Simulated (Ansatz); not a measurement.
Ideal-gas functions of `C=C(F)CF` at 298.15 K and 1 bar, from an Ansatz frequency run at PBE0-D4/def2-TZVP.

Molar mass 78.06 g/mol, point group Cs (symmetry number 1), electronic degeneracy 1, moments of inertia 52.715, 132.309, 181.84 u Å². Harmonic wavenumbers (cm⁻¹, unscaled): 120, 250, 436, 463, 520, 761, 887, 906, 954, 1046, 1132, 1257, 1271, 1399, 1437, 1488, 1775, 3044, 3088, 3197, 3298.

Use S(trans) = R[1.5 ln M + 2.5 ln T − 1.1517]; rotational temperatures θ = 24.2544 K / I; S(rot) = R[ln(√π/σ · √(T³/θAθBθC)) + 1.5]; for each mode x = 1.438777 ν̃/T, S = R[x/(eˣ − 1) − ln(1 − e⁻ˣ)] and H = RT x/(eˣ − 1); 1 cm⁻¹ = 0.0119627 kJ/mol; R = 8.31446 J/(mol·K).

Task: By hand: the entropy, in J/(mol·K).

Result: Translation 163.2. Rotation: θ = 0.4601, 0.1833, 0.1334 K, giving 106.9. Vibration, mode by mode: 12.97, 7.24, 3.51, 3.17, 2.55, 1.01, 0.62, 0.57, 0.47, 0.32, 0.23, 0.14, 0.13, 0.08, 0.06, 0.05, 0.02, 0.00, 0.00, 0.00, 0.00, in all 33.1. Electronic 0.0. Sum 303.2 J/(mol·K).

Task: By hand: H − E and G − E in kJ/mol, counted from the electronic energy.

Result: Zero-point energy ½ × 28729 × 0.0119627 = 171.8; thermal vibration 5.9; translation, rotation and pV give 4 RT = 9.9. H − E = 187.6 kJ/mol, and G − E = 187.6 − 298.15 × 303.2/1000 = 97.2 kJ/mol.

Vibration gives 11 % of the entropy, 13.0 J/(mol·K) of it from the mode under 150 cm⁻¹: soft modes count most, and the harmonic formula is weakest for them. The sum counts one conformer and one mirror image; others add a mixing term.
